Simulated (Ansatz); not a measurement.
Ansatz (an electronic-structure program) input (r2SCAN/cc-pVTZ):

Ansatz 0.2 input:
```yaml
crystal:
  periodic: [false, false, false]
  atoms:
    - {symbol: C, position_ang: [-0.00000000, 0.00000000, -0.00000000]}
    - {symbol: H, position_ang: [0.62054657, 0.62688914, 0.63896175]}
    - {symbol: H, position_ang: [-0.64285838, -0.62489528, 0.61852983]}
    - {symbol: H, position_ang: [0.63693263, -0.63278043, -0.61664082]}
    - {symbol: H, position_ang: [-0.61462083, 0.63078657, -0.64085076]}
basis:
  gaussian:
    orbitals: cc-pVTZ
hamiltonian:
  xc: {name: r2SCAN}
magnetization: {spin_polarized: false}
```

Output:

```
Functional definition: r2SCAN
integrals: 0.01 GiB planned
404 factors; their error is unknown
mean field: 0.16 GiB planned
mean field evaluation 1: about -1096.2479 eV, gradient 5.1e1 eV
mean field evaluation 2: about -1093.4949 eV, gradient 5.7e1 eV
mean field evaluation 4: about -1102.0759 eV, gradient 1.7e-1 eV
mean field evaluation 8: about -1102.0679 eV, gradient 2.2e-1 eV
mean field -1102.06797181 eV, -40.5002509554 hartree, gradient 6.7e-5 eV, S^2 0.000000; 0 other end points of the search recorded, 0 dependent functions left out
reference -1102.06797945 eV, -40.5002512362 hartree; 5, 5 occupied and 81, 81 virtual orbitals, 404 factors
Total energy: -1102.06797945 eV, -40.5002512362 hartree
```
